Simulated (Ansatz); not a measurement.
`O=S` (triplet), relaxed with UKS PBE0-D4/def2-TZVP in Ansatz 0.2.0 from a PBE-D4/def2-SVP geometry. The force threshold is 0.005 eV/Å; the program also tests the step.

Charge 0, multiplicity 3.

Start:

```xyz
2

O    -0.230    0.182    0.706
S     0.230   -0.182   -0.706
```

How much energy does the relaxation release, and in how many steps? (Estimate.)

Computed: 6.07 kJ/mol, in 5 steps.

Which bonds change most? (Best estimate.)

Ansatz gave: O1–S2 from 1.529 to 1.480 Å.

Give the relaxed structure. (An estimate is asked.)

Ansatz gave: 
```xyz
2

O    -0.222    0.176    0.683
S     0.222   -0.176   -0.683
```
